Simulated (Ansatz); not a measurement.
# How methods differ on AlHCl2 (SMILES [H][Al]([Cl])[Cl])

AlHCl2: 4 atoms, total charge 0, spin state singlet. As SMILES, `[H][Al]([Cl])[Cl]`. Geometry: a GFN2-xTB relaxation, a rough one for these elements and not checked as a minimum.

Each level gives the electronic atomisation energy (eV). The values are calculated. Electronic energies at fixed atoms, without zero-point motion or spin-orbit coupling.

| level | kind | program | value (eV) | less FCI/STO-3G | CPU time (all runs) |
| --- | --- | --- | --- | --- | --- |
| HF/STO-3G | Hartree–Fock | Ansatz | 14.26 | -0.48 | 0.27 s |
| BLYP/STO-3G | GGA | Ansatz | 16.38 | +1.64 | 2.4 s |
| B3LYP/STO-3G | global hybrid | Ansatz | 16.41 | +1.67 | 2.4 s |
| PBE0/STO-3G | global hybrid | Ansatz | 16.62 | +1.88 | 2.3 s |
| HSE06/STO-3G | range-separated hybrid | Ansatz | 16.64 | +1.90 | 3 s |
| wB97M-V/STO-3G | range-separated hybrid | Ansatz | 16.83 | +2.09 | 32 s |
| RPA@PBE/STO-3G | RPA | Ansatz | 12.97 | -1.77 | 3.6 s |
| MP2/STO-3G | perturbation theory | Ansatz | 14.74 | 0.00 | 0.3 s |
| CCSD(T)/STO-3G | coupled cluster or CI | Ansatz | 14.73 | -0.01 | 0.48 s |
| FCI/STO-3G | exact in the basis | Ansatz | 14.74 | 0.00 | 1.9 s |

FCI/STO-3G is exact within its basis and frozen core, so for wave-function methods in that basis the difference is their error; functionals converge differently with the basis, so for them it is only a difference. The values span 12.97 to 16.83 eV. All rows use very small basis sets, so even the best lies far from the true value. Times are those of the runs behind each value, whatever else they computed, on shared processors of several kinds: orders of magnitude only.
